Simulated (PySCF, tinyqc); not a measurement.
Inside a calculation. Method: RKS/BP86 in the sto-3g basis, for CH2, spin multiplicity 1. The lowest restricted solution is unstable here: a spin-polarised one lies 0.0165 hartree lower (PySCF). Computed by tinyqc, a small Python program that keeps every step (integrals from PySCF). Settings: charge = 0, multiplicity = 1, basis = sto-3g, energy threshold = 1e-10, iteration cap = 84, orthogonalisation = symmetric, start = core, DIIS depth = 3, DIIS from iteration = 3, method = RKS, functional = b88,p86, grid = [20, 50]. Command: `OMP_NUM_THREADS=1 python tinyqc.py 24056 24057 out.jsonl` (the two numbers bound the seeds that draw the settings). One thread of a shared host (Intel(R) Xeon(R) Processor @ 2.60GHz), about 0.6 s of CPU time with the checks. Later iterations appear only in the table of the cycle.

## One-electron integrals

Geometry (angstrom):
```
atom,x,y,z
C,0.000000,0.000000,0.000000
H,0.000000,1.423000,0.653000
H,0.000000,-1.423000,0.653000
```

Basis sto-3g: exponents (1/bohr^2) and contraction coefficients of normalised primitives:
```
element,l (shell),exponent,coefficient
C,s (1),71.616837,0.154329
C,s (1),13.045096,0.535328
C,s (1),3.530512,0.444635
C,s (2),2.941249,-0.099967
C,s (2),0.683483,0.399513
C,s (2),0.222290,0.700115
C,p (3),2.941249,0.155916
C,p (3),0.683483,0.607684
C,p (3),0.222290,0.391957
H,s (1),3.425251,0.154329
H,s (1),0.623914,0.535328
H,s (1),0.168855,0.444635
```

Overlap, kinetic and nuclear-attraction integrals over the contracted functions; the nuclear repulsion is the sum of Za Zb / Rab.

nuclear repulsion = 4.24177686 hartree

overlap S, lower triangle:
```
,1C 1s,1C 2s,1C 2px,1C 2py,1C 2pz,2H 1s,3H 1s
1C 1s,1.000000
1C 2s,0.248362,1.000000
1C 2px,0.000000,0.000000,1.000000
1C 2py,0.000000,0.000000,0.000000,1.000000
1C 2pz,0.000000,0.000000,0.000000,0.000000,1.000000
2H 1s,0.021209,0.259424,0.000000,0.262581,0.120496,1.000000
3H 1s,0.021209,0.259424,0.000000,-0.262581,0.120496,0.025144,1.000000
```

kinetic energy T (hartree), lower triangle:
```
,1C 1s,1C 2s,1C 2px,1C 2py,1C 2pz,2H 1s,3H 1s
1C 1s,15.891122
1C 2s,-0.085890,0.472250
1C 2px,0.000000,0.000000,1.477728
1C 2py,0.000000,0.000000,0.000000,1.477728
1C 2pz,0.000000,0.000000,0.000000,0.000000,1.477728
2H 1s,-0.006164,0.010033,0.000000,0.058768,0.026968,0.760032
3H 1s,-0.006164,0.010033,0.000000,-0.058768,0.026968,-0.007968,0.760032
```

nuclear attraction V (hartree), lower triangle:
```
,1C 1s,1C 2s,1C 2px,1C 2py,1C 2pz,2H 1s,3H 1s
1C 1s,-34.328714
1C 2s,-4.360115,-5.863972
1C 2px,0.000000,0.000000,-5.785067
1C 2py,0.000000,0.000000,0.000000,-5.876523
1C 2pz,-0.006847,-0.078473,0.000000,0.000000,-5.804326
2H 1s,-0.377662,-1.137001,0.000000,-1.042588,-0.487038,-3.434302
3H 1s,-0.377662,-1.137001,0.000000,1.042588,-0.487038,-0.101886,-3.434302
```

core Hamiltonian H = T + V (hartree), lower triangle:
```
,1C 1s,1C 2s,1C 2px,1C 2py,1C 2pz,2H 1s,3H 1s
1C 1s,-18.437593
1C 2s,-4.446005,-5.391722
1C 2px,0.000000,0.000000,-4.307339
1C 2py,0.000000,0.000000,0.000000,-4.398795
1C 2pz,-0.006847,-0.078473,0.000000,0.000000,-4.326598
2H 1s,-0.383826,-1.126969,0.000000,-0.983820,-0.460070,-2.674270
3H 1s,-0.383826,-1.126969,0.000000,0.983820,-0.460070,-0.109854,-2.674270
```

## Two-electron integrals

Functions are numbered as in S; the eight-fold symmetry (ij|kl) = (ji|kl) = (kl|ij) leaves the list below.

Two-electron integrals (ij|kl) in chemists' order, unique and non-zero (hartree):
```
i,j,k,l,(ij|kl)
1,1,1,1,3.541948
2,1,1,1,0.576921
2,1,2,1,0.111888
2,2,1,1,0.854682
2,2,2,1,0.205284
2,2,2,2,0.624709
3,1,3,1,0.020296
3,2,3,1,0.030858
3,2,3,2,0.137996
3,3,1,1,0.852436
3,3,2,1,0.205335
3,3,2,2,0.624568
3,3,3,3,0.672833
4,1,4,1,0.020296
4,2,4,1,0.030858
4,2,4,2,0.137996
4,3,4,3,0.036269
4,4,1,1,0.852436
4,4,2,1,0.205335
4,4,2,2,0.624568
4,4,3,3,0.600295
4,4,4,4,0.672833
5,1,5,1,0.020296
5,2,5,1,0.030858
5,2,5,2,0.137996
5,3,5,3,0.036269
5,4,5,4,0.036269
5,5,1,1,0.852436
5,5,2,1,0.205335
5,5,2,2,0.624568
5,5,3,3,0.600295
5,5,4,4,0.600295
5,5,5,5,0.672833
6,1,1,1,0.049465
6,1,2,1,0.009540
6,1,2,2,0.017494
6,1,3,3,0.017445
6,1,4,1,0.000493
6,1,4,2,0.000933
6,1,4,4,0.017572
6,1,5,1,0.000226
6,1,5,2,0.000428
6,1,5,4,0.000058
6,1,5,5,0.017472
6,1,6,1,0.000829
6,2,1,1,0.149852
6,2,2,1,0.036628
6,2,2,2,0.127117
6,2,3,3,0.123873
6,2,4,1,0.003100
6,2,4,2,0.023824
6,2,4,4,0.131802
6,2,5,1,0.001422
6,2,5,2,0.010933
6,2,5,4,0.003639
6,2,5,5,0.125542
6,2,6,1,0.003254
6,2,6,2,0.038249
6,3,3,1,0.003276
6,3,3,2,0.018529
6,3,4,3,0.004343
6,3,5,3,0.001993
6,3,6,3,0.004009
6,4,1,1,0.129635
6,4,2,1,0.032041
6,4,2,2,0.117848
6,4,3,3,0.112266
6,4,4,1,0.005509
6,4,4,2,0.038109
6,4,4,4,0.127496
6,4,5,1,0.001025
6,4,5,2,0.008985
6,4,5,4,0.004996
6,4,5,5,0.113644
6,4,6,1,0.002939
6,4,6,2,0.041887
6,4,6,4,0.049044
6,5,1,1,0.059488
6,5,2,1,0.014703
6,5,2,2,0.054079
6,5,3,3,0.051518
6,5,4,1,0.001025
6,5,4,2,0.008985
6,5,4,4,0.054521
6,5,5,1,0.003746
6,5,5,2,0.022652
6,5,5,4,0.005721
6,5,5,5,0.056136
6,5,6,1,0.001349
6,5,6,2,0.019222
6,5,6,4,0.020666
6,5,6,5,0.013492
6,6,1,1,0.336876
6,6,2,1,0.083612
6,6,2,2,0.331470
6,6,3,3,0.316615
6,6,4,1,0.007241
6,6,4,2,0.077969
6,6,4,4,0.353059
6,6,5,1,0.003323
6,6,5,2,0.035779
6,6,5,4,0.016724
6,6,5,5,0.324289
6,6,6,1,0.007454
6,6,6,2,0.139037
6,6,6,4,0.167006
6,6,6,5,0.076637
6,6,6,6,0.774606
7,1,1,1,0.049465
7,1,2,1,0.009540
7,1,2,2,0.017494
7,1,3,3,0.017445
7,1,4,1,-0.000493
7,1,4,2,-0.000933
7,1,4,4,0.017572
7,1,5,1,0.000226
7,1,5,2,0.000428
7,1,5,4,-0.000058
7,1,5,5,0.017472
7,1,6,1,0.000804
7,1,6,2,0.003046
7,1,6,4,0.002579
7,1,6,5,0.001270
7,1,6,6,0.006951
7,1,7,1,0.000829
7,2,1,1,0.149852
7,2,2,1,0.036628
7,2,2,2,0.127117
7,2,3,3,0.123873
7,2,4,1,-0.003100
7,2,4,2,-0.023824
7,2,4,4,0.131802
7,2,5,1,0.001422
7,2,5,2,0.010933
7,2,5,4,-0.003639
7,2,5,5,0.125542
7,2,6,1,0.003046
7,2,6,2,0.023787
7,2,6,4,0.019784
7,2,6,5,0.011672
7,2,6,6,0.063800
7,2,7,1,0.003254
7,2,7,2,0.038249
7,3,3,1,0.003276
7,3,3,2,0.018529
7,3,4,3,-0.004343
7,3,5,3,0.001993
7,3,6,3,0.002220
7,3,7,3,0.004009
7,4,1,1,-0.129635
7,4,2,1,-0.032041
7,4,2,2,-0.117848
7,4,3,3,-0.112266
7,4,4,1,0.005509
7,4,4,2,0.038109
7,4,4,4,-0.127496
7,4,5,1,-0.001025
7,4,5,2,-0.008985
7,4,5,4,0.004996
7,4,5,5,-0.113644
7,4,6,1,-0.002579
7,4,6,2,-0.019784
7,4,6,4,-0.014975
7,4,6,5,-0.009583
7,4,6,6,-0.053028
7,4,7,1,-0.002939
7,4,7,2,-0.041887
7,4,7,4,0.049044
7,5,1,1,0.059488
7,5,2,1,0.014703
7,5,2,2,0.054079
7,5,3,3,0.051518
7,5,4,1,-0.001025
7,5,4,2,-0.008985
7,5,4,4,0.054521
7,5,5,1,0.003746
7,5,5,2,0.022652
7,5,5,4,-0.005721
7,5,5,5,0.056136
7,5,6,1,0.001270
7,5,6,2,0.011672
7,5,6,4,0.009583
7,5,6,5,0.007822
7,5,6,6,0.032617
7,5,7,1,0.001349
7,5,7,2,0.019222
7,5,7,4,-0.020666
7,5,7,5,0.013492
7,6,1,1,0.013461
7,6,2,1,0.003297
7,6,2,2,0.011713
7,6,3,3,0.011451
7,6,4,4,0.011766
7,6,5,1,0.000232
7,6,5,2,0.001867
7,6,5,5,0.011909
7,6,6,1,0.000285
7,6,6,2,0.002921
7,6,6,4,0.002822
7,6,6,5,0.001634
7,6,6,6,0.009405
7,6,7,1,0.000285
7,6,7,2,0.002921
7,6,7,4,-0.002822
7,6,7,5,0.001634
7,6,7,6,0.000295
7,7,1,1,0.336876
7,7,2,1,0.083612
7,7,2,2,0.331470
7,7,3,3,0.316615
7,7,4,1,-0.007241
7,7,4,2,-0.077969
7,7,4,4,0.353059
7,7,5,1,0.003323
7,7,5,2,0.035779
7,7,5,4,-0.016724
7,7,5,5,0.324289
7,7,6,1,0.006951
7,7,6,2,0.063800
7,7,6,4,0.053028
7,7,6,5,0.032617
7,7,6,6,0.185917
7,7,7,1,0.007454
7,7,7,2,0.139037
7,7,7,4,-0.167006
7,7,7,5,0.076637
7,7,7,6,0.009405
7,7,7,7,0.774606
```

## Orthogonalisation

S = U s U^T; symmetric (Loewdin) form X = U s^(-1/2) U^T, so that X^T S X = 1.

eigenvalues of S: 0.555976  0.615870  0.898760  1.000000  1.081500  1.358987  1.488908

X, lower triangle:
```
,1C 1s,1C 2s,1C 2px,1C 2py,1C 2pz,2H 1s,3H 1s
1C 1s,1.025370
1C 2s,-0.137014,1.083910
1C 2px,0.000000,0.000000,1.000000
1C 2py,0.000000,0.000000,0.000000,1.058987
1C 2pz,-0.003501,0.026904,0.000000,0.000000,1.012130
2H 1s,0.016104,-0.145771,0.000000,-0.147150,-0.066031,1.064368
3H 1s,0.016104,-0.145771,0.000000,0.147150,-0.066031,-0.008710,1.064368
```

## Starting guess

The start is the orbitals of the core Hamiltonian; D = 2 C_occ C_occ^T.

D at the start, lower triangle:
```
,1C 1s,1C 2s,1C 2px,1C 2py,1C 2pz,2H 1s,3H 1s
1C 1s,2.138067
1C 2s,-0.563150,2.293329
1C 2px,0.000000,0.000000,0.000000
1C 2py,0.000000,0.000000,0.000000,2.191521
1C 2pz,-0.016288,0.081341,0.000000,0.000000,2.039856
2H 1s,0.045803,-0.176677,0.000000,-0.225364,-0.102159,0.041304
3H 1s,0.045803,-0.176677,0.000000,0.225364,-0.102159,-0.005046,0.041304
```

## Iteration 1: exchange-correlation on the grid

Becke grid with 20 radial and 50 angular points per atom, points of zero weight dropped. rho = sum D_ij phi_i phi_j; V_xc,ij = sum w v_xc phi_i phi_j plus the gradient terms; v_xc is d(rho eps)/d rho at fixed gradient.

The 12 grid points with the largest w rho, of 2996 (bohr, atomic units):
```
x,y,z,w,rho,|grad rho|^2,eps_xc,v_xc
0.000000,0.903198,-0.903198,0.172709,0.269489,0.222180,-0.545996,-0.692011
0.000000,-0.903198,-0.903198,0.172709,0.269489,0.222180,-0.545996,-0.692011
0.000000,0.903198,0.903198,0.162882,0.268081,0.249206,-0.546332,-0.689338
0.000000,-0.903198,0.903198,0.162882,0.268081,0.249206,-0.546332,-0.689338
0.000000,1.196098,-1.196098,0.368550,0.115741,0.072206,-0.433076,-0.519386
0.000000,-1.196098,-1.196098,0.368550,0.115741,0.072206,-0.433076,-0.519386
0.385125,0.385125,1.155375,0.153319,0.254756,0.213948,-0.537571,-0.678742
0.385125,-0.385125,1.155375,0.153319,0.254756,0.213948,-0.537571,-0.678742
-0.385125,-0.385125,1.155375,0.153319,0.254756,0.213948,-0.537571,-0.678742
-0.385125,0.385125,1.155375,0.153319,0.254756,0.213948,-0.537571,-0.678742
-0.385125,-1.155375,-0.385125,0.152466,0.255061,0.215001,-0.537787,-0.678972
-0.385125,1.155375,-0.385125,0.152466,0.255061,0.215001,-0.537787,-0.678972
```

electrons on the grid, sum of w rho = 7.999603

E_xc = sum of w rho eps_xc = -6.58467680 hartree

V_xc (hartree), lower triangle:
```
,1C 1s,1C 2s,1C 2px,1C 2py,1C 2pz,2H 1s,3H 1s
1C 1s,-2.316396
1C 2s,-0.332969,-0.599811
1C 2px,0.000000,0.000000,-0.535643
1C 2py,0.000000,0.000000,0.000000,-0.623779
1C 2pz,-0.000414,-0.000051,0.000000,0.000000,-0.625317
2H 1s,-0.028914,-0.100969,0.000000,-0.085659,-0.039321,-0.151600
3H 1s,-0.028914,-0.100969,0.000000,0.085659,-0.039321,-0.009005,-0.151600
```

## Iteration 1: building the Kohn-Sham matrix

J_ij = sum D_kl (ij|kl); F = H + J + V_xc; E = tr D H + tr D J / 2 + E_xc + E_nn.

Coulomb J (hartree), lower triangle:
```
,1C 1s,1C 2s,1C 2px,1C 2py,1C 2pz,2H 1s,3H 1s
1C 1s,12.279865
1C 2s,2.394954,5.483903
1C 2px,0.000000,0.000000,5.383152
1C 2py,0.000000,0.000000,0.000000,5.524590
1C 2pz,0.001213,-0.000623,0.000000,0.000000,5.527442
2H 1s,0.204838,1.070222,0.000000,0.976738,0.448037,2.674936
3H 1s,0.204838,1.070222,0.000000,-0.976738,0.448037,0.097855,2.674936
```

Kohn-Sham matrix F (hartree), lower triangle:
```
,1C 1s,1C 2s,1C 2px,1C 2py,1C 2pz,2H 1s,3H 1s
1C 1s,-8.474123
1C 2s,-2.384020,-0.507630
1C 2px,0.000000,0.000000,0.540170
1C 2py,0.000000,0.000000,0.000000,0.502015
1C 2pz,-0.006049,-0.079147,0.000000,0.000000,0.575528
2H 1s,-0.207902,-0.157715,0.000000,-0.092741,-0.051354,-0.150934
3H 1s,-0.207902,-0.157715,0.000000,0.092741,-0.051354,-0.021004,-0.150934
```

total energy of this density = -37.04119653 hartree

## Iteration 1: diagonalisation and new density

Diagonalise F' = X^T F X, C = X C', fill 4 alpha and 4 beta electrons from the bottom; D = 2 C_occ C_occ^T. Each column has its largest component positive (the first on a tie).

F' = X^T F X (hartree), lower triangle:
```
,1,2,3,4,5,6,7
1,-8.261669
2,-1.376117,0.025039
3,0.000000,0.000000,0.540170
4,0.000000,0.000000,0.000000,0.615167
5,-0.008101,-0.039544,0.000000,0.000000,0.598442
6,0.007090,-0.117537,0.000000,-0.167117,-0.076164,-0.082616
7,0.007090,-0.117537,0.000000,0.167117,-0.076164,-0.013319,-0.082616
```

orbital energies (hartree): MO1 -8.484271, MO2 -0.179501, MO3 -0.142973, MO4 0.314391, MO5 0.540170, MO6 0.615258, MO7 0.688843

coefficients C:
```
,MO1,MO2,MO3,MO4,MO5,MO6,MO7
1C 1s,0.990369,-0.091975,0.000000,-0.285283,0.000000,0.003415,0.000000
1C 2s,0.037464,0.217446,0.000000,1.089940,0.000000,0.014082,0.000000
1C 2px,0.000000,0.000000,0.000000,0.000000,1.000000,0.000000,0.000000
1C 2py,0.000000,0.000000,0.116494,0.000000,0.000000,0.000000,1.072935
1C 2pz,0.002272,0.071008,0.000000,0.042502,0.000000,1.013415,0.000000
2H 1s,-0.005989,0.621694,0.680605,-0.411497,0.000000,-0.164946,-0.366303
3H 1s,-0.005989,0.621694,-0.680605,-0.411497,0.000000,-0.164946,0.366303
```

D after iteration 1, lower triangle:
```
,1C 1s,1C 2s,1C 2px,1C 2py,1C 2pz,2H 1s,3H 1s
1C 1s,2.141352
1C 2s,-0.587676,2.473313
1C 2px,0.000000,0.000000,0.000000
1C 2py,0.000000,0.000000,0.000000,0.027142
1C 2pz,-0.032812,0.123701,0.000000,0.000000,0.013708
2H 1s,0.108562,-0.627093,0.000000,0.158573,0.053284,2.038184
3H 1s,0.108562,-0.627093,0.000000,-0.158573,0.053284,0.185291,2.038184
```

## Iteration 2: exchange-correlation on the grid

As before.

The 12 grid points with the largest w rho, of 2996 (bohr, atomic units):
```
x,y,z,w,rho,|grad rho|^2,eps_xc,v_xc
0.000000,0.903198,0.903198,0.162882,0.093138,0.019868,-0.396129,-0.495687
0.000000,-0.903198,0.903198,0.162882,0.093138,0.019868,-0.396129,-0.495687
0.000000,-1.196098,1.196098,0.253491,0.058379,0.002802,-0.339597,-0.434060
0.000000,1.196098,1.196098,0.253491,0.058379,0.002802,-0.339597,-0.434060
0.903198,0.000000,0.903198,0.172752,0.084241,0.026280,-0.389867,-0.474529
-0.903198,0.000000,0.903198,0.172752,0.084241,0.026280,-0.389867,-0.474529
0.000000,0.212984,-0.212984,0.003533,3.950464,1973.143057,-1.443923,-1.446512
0.000000,-0.212984,-0.212984,0.003533,3.950464,1973.143057,-1.443923,-1.446512
-0.212984,0.000000,-0.212984,0.003533,3.947773,1974.076365,-1.444006,-1.445930
0.212984,0.000000,-0.212984,0.003533,3.947773,1974.076365,-1.444006,-1.445930
-0.212984,0.212984,0.000000,0.003533,3.942233,1962.916708,-1.442988,-1.445525
-0.212984,-0.212984,0.000000,0.003533,3.942233,1962.916708,-1.442988,-1.445525
```

electrons on the grid, sum of w rho = 7.997487

E_xc = sum of w rho eps_xc = -6.03013181 hartree

V_xc (hartree), lower triangle:
```
,1C 1s,1C 2s,1C 2px,1C 2py,1C 2pz,2H 1s,3H 1s
1C 1s,-2.287986
1C 2s,-0.304524,-0.469854
1C 2px,0.000000,0.000000,-0.454465
1C 2py,0.000000,0.000000,0.000000,-0.478771
1C 2pz,-0.001712,-0.019871,0.000000,0.000000,-0.459395
2H 1s,-0.026467,-0.112221,0.000000,-0.116004,-0.054907,-0.527298
3H 1s,-0.026467,-0.112221,0.000000,0.116004,-0.054907,-0.009378,-0.527298
```

## Iteration 2: building the Kohn-Sham matrix

As before.

Coulomb J (hartree), lower triangle:
```
,1C 1s,1C 2s,1C 2px,1C 2py,1C 2pz,2H 1s,3H 1s
1C 1s,10.173908
1C 2s,1.897779,4.290058
1C 2px,0.000000,0.000000,4.227227
1C 2py,0.000000,0.000000,0.000000,4.368338
1C 2pz,0.017911,0.161947,0.000000,0.000000,4.257357
2H 1s,0.162732,0.961061,0.000000,0.935477,0.448439,3.256951
3H 1s,0.162732,0.961061,0.000000,-0.935477,0.448439,0.088232,3.256951
```

Kohn-Sham matrix F (hartree), lower triangle:
```
,1C 1s,1C 2s,1C 2px,1C 2py,1C 2pz,2H 1s,3H 1s
1C 1s,-10.551670
1C 2s,-2.852750,-1.571518
1C 2px,0.000000,0.000000,-0.534577
1C 2py,0.000000,0.000000,0.000000,-0.509228
1C 2pz,0.009352,0.063604,0.000000,0.000000,-0.528636
2H 1s,-0.247560,-0.278129,0.000000,-0.164346,-0.066538,0.055383
3H 1s,-0.247560,-0.278129,0.000000,0.164346,-0.066538,-0.031001,0.055383
```

total energy of this density = -37.56113400 hartree

## Iteration 2: diagonalisation and new density

As before.

F' = X^T F X (hartree), lower triangle:
```
,1,2,3,4,5,6,7
1,-10.335676
2,-1.454460,-1.035730
3,0.000000,0.000000,-0.534577
4,0.000000,0.000000,0.000000,-0.464895
5,-0.007620,0.082183,0.000000,0.000000,-0.519123
6,0.001156,-0.138981,0.000000,-0.128164,-0.055131,0.166818
7,0.001156,-0.138981,0.000000,0.128164,-0.055131,-0.014403,0.166818
```

orbital energies (hartree): MO1 -10.557914, MO2 -0.864216, MO3 -0.534577, MO4 -0.518041, MO5 -0.512267, MO6 0.202057, MO7 0.228593

coefficients C:
```
,MO1,MO2,MO3,MO4,MO5,MO6,MO7
1C 1s,0.992967,-0.276571,0.000000,-0.047674,0.000000,0.077069,0.000000
1C 2s,0.027730,1.015277,0.000000,0.173421,0.000000,-0.418597,0.000000
1C 2px,0.000000,0.000000,1.000000,0.000000,0.000000,0.000000,0.000000
1C 2py,0.000000,0.000000,0.000000,0.000000,0.971949,0.000000,-0.469121
1C 2pz,-0.000113,-0.184299,0.000000,0.974251,0.000000,-0.225236,0.000000
2H 1s,-0.004114,-0.001884,0.000000,0.031792,0.049503,0.762919,0.771330
3H 1s,-0.004114,-0.001884,0.000000,0.031792,-0.049503,0.762919,-0.771330
```

D after iteration 2, lower triangle:
```
,1C 1s,1C 2s,1C 2px,1C 2py,1C 2pz,2H 1s,3H 1s
1C 1s,2.129496
1C 2s,-0.523058,2.123262
1C 2px,0.000000,0.000000,2.000000
1C 2py,0.000000,0.000000,0.000000,0.000000
1C 2pz,0.008826,-0.036323,0.000000,0.000000,1.966264
2H 1s,-0.010159,0.006972,0.000000,0.000000,0.062641,0.002062
3H 1s,-0.010159,0.006972,0.000000,0.000000,0.062641,0.002062,0.002062
```

## Iteration 13 (converged): orbitals

converged F (hartree), lower triangle:
```
,1C 1s,1C 2s,1C 2px,1C 2py,1C 2pz,2H 1s,3H 1s
1C 1s,-9.706466
1C 2s,-2.660019,-1.119163
1C 2px,0.000000,0.000000,-0.071099
1C 2py,0.000000,0.000000,0.000000,-0.087688
1C 2pz,-0.012687,-0.059698,0.000000,0.000000,-0.057389
2H 1s,-0.231462,-0.239751,0.000000,-0.150577,-0.075790,-0.161512
3H 1s,-0.231462,-0.239751,0.000000,0.150577,-0.075790,-0.028052,-0.161512
```

As before.

F' = X^T F X (hartree), lower triangle:
```
,1,2,3,4,5,6,7
1,-9.492042
2,-1.423326,-0.584259
3,0.000000,0.000000,-0.071099
4,0.000000,0.000000,0.000000,-0.010261
5,-0.015649,-0.031972,0.000000,0.000000,-0.042281
6,0.003458,-0.121221,0.000000,-0.142895,-0.063537,-0.075510
7,0.003458,-0.121221,0.000000,0.142895,-0.063537,-0.013140,-0.075510
```

orbital energies (hartree): MO1 -9.714032, MO2 -0.454399, MO3 -0.240072, MO4 -0.088090, MO5 -0.071099, MO6 0.049290, MO7 0.167441

coefficients C:
```
,MO1,MO2,MO3,MO4,MO5,MO6,MO7
1C 1s,0.992052,-0.249701,0.000000,0.123979,0.000000,-0.093808,0.000000
1C 2s,0.031230,0.872266,0.000000,-0.524057,0.000000,0.447656,0.000000
1C 2px,0.000000,0.000000,0.000000,0.000000,1.000000,0.000000,0.000000
1C 2py,0.000000,0.000000,0.543029,0.000000,0.000000,0.000000,0.932673
1C 2pz,0.002630,0.143873,0.000000,0.706661,0.000000,0.716790,0.000000
2H 1s,-0.005001,0.195248,0.472641,0.394380,0.000000,-0.624014,-0.611565
3H 1s,-0.005001,0.195248,-0.472641,0.394380,0.000000,-0.624014,0.611565
```

D after iteration 13, lower triangle:
```
,1C 1s,1C 2s,1C 2px,1C 2py,1C 2pz,2H 1s,3H 1s
1C 1s,2.123776
1C 2s,-0.503592,2.072918
1C 2px,0.000000,0.000000,0.000000
1C 2py,0.000000,0.000000,0.000000,0.589762
1C 2pz,0.108591,-0.489507,0.000000,0.000000,1.040151
2H 1s,-0.009640,-0.073052,0.000000,0.513316,0.613541,0.834143
3H 1s,-0.009640,-0.073052,0.000000,-0.513316,0.613541,-0.059414,0.834143
```

## Convergence

Stop when the energy changes by less than 1e-10 hartree and every element of the error matrix X^T (F D S - S D F) X is below 3e-06.

Course of the cycle:
```
iteration,E (hartree),change,largest element of the error matrix
1,-37.04119653,-,3.83e-01
2,-37.56113400,-5.20e-01,4.71e-01
3,-37.18599108,3.75e-01,2.98e-01
4,-37.57656169,-3.91e-01,4.75e-01
5,-38.28230283,-7.06e-01,2.86e-01
6,-37.74385121,5.38e-01,4.75e-01
7,-38.47325133,-7.29e-01,6.86e-02
8,-38.48304017,-9.79e-03,4.13e-03
9,-38.48305104,-1.09e-05,2.91e-03
10,-38.48306802,-1.70e-05,5.03e-04
11,-38.48306860,-5.81e-07,5.55e-05
12,-38.48306861,-7.43e-09,1.08e-07
13,-38.48306861,-6.39e-14,6.22e-09
```

PySCF RKS in the same basis, fine grid = -38.48346426 hartree

Converged in 13 iterations. The coarse grid moves the energy by +3.96e-04 hartree.

## Populations, bond orders and dipole

Mulliken: Z minus the diagonal of D S on the atom; Loewdin: the same with S^(1/2) D S^(1/2); Mayer order: 2 sum_s sum (D(s) S)_ij (D(s) S)_ji over the two atoms.

Charges (e):
```
atom,Mulliken,Loewdin
1C,0.044419,0.063486
2H,-0.022210,-0.031743
3H,-0.022210,-0.031743
```

Mayer bond orders:
```
pair,order
2-1,0.985475
3-1,0.985475
3-2,0.014031
```

dipole moment about the origin, x y z (debye): 0.000000  0.000000  0.767965
